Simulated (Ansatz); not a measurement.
A made-up structure of CH4OSi, singlet:

```csv
atom,x (Å),y (Å),z (Å)
C1,0.8199,-0.5534,0.2173
Si2,-0.6666,0.4462,-0.2358
O3,1.6867,-1.2184,-0.6740
H4,-0.8536,0.4839,-1.6429
H5,-1.8219,-0.1042,0.3796
H6,-0.5253,1.7699,0.2583
H7,0.9616,-0.5775,1.2675
```

It is relaxed with PBE-D4/def2-SVP and then PBE0-D4/def2-TZVP (Ansatz 0.2.0). Atoms count as bonded within 1.22 times the sum of their covalent radii (H–H: 0.88 Å). The end point is not checked to be a true minimum.

Question: Does its bonding change? (Judge from chemistry; the calculation decides.)

Answer: The calculation gives: No: no bond forms or breaks.

Where it ends: The first stage lowers the energy by 1.35 eV in 6 steps. It ends as CH₄OSi ([O][CH][SiH3]):
C1  (0.857, -0.580, 0.215)
Si2  (-0.691, 0.461, -0.268)
O3  (1.563, -1.123, -0.595)
H4  (-0.844, 0.470, -1.741)
H5  (-1.877, -0.145, 0.394)
H6  (-0.505, 1.837, 0.263)
H7  (1.099, -0.674, 1.302)
(Å)

Labels in which every atom is bracketed show which atoms are joined, not bond orders.

For scale, one of the runs: PBE0-D4/def2-TZVP relaxation, 123 basis functions, launched by `ansatz run in.yaml --threads 2 --pin off --events-out ev --progress --plain --max-ram 4352MiB`. Hardware: 2 CPU threads of an AMD EPYC 9R45, shared host. Wall time about 5.5 s.
